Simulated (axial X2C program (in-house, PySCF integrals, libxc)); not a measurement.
A run on SiCl that gave no curve

A calculation with an in-house all-electron X2C program for linear molecules (integrals from PySCF) was to scan the bond of SiCl, spin-free and two-component.

Input:
```json
{"zs": [17, 14], "q": 0, "bas": ["dyall-v3z", "dyall-v3z"], "levels": ["PBE0", "HF", "BHandHLYP", "TPSSh"], "cc": false, "r0": 4.73, "npts": 10, "nst": 2, "ntry": 6}
```
```bash
python so2c.py task.json out
```

Keys: zs atomic numbers; q charge; bas basis sets; levels methods; cc coupled cluster on or off; r0 starting distance in Å; npts points on the curve; nst determinants followed; ntry starts of the search. HF also brings MP2.

Outcome:

The PBE0 distance search ended without bracketing a minimum (the end of its range of 0.55 to 2.1 times the start, unconverged steps or the time limit), so no curve was computed. This does not show that the molecule is unbound. The start was placed far from the expected distance on purpose.
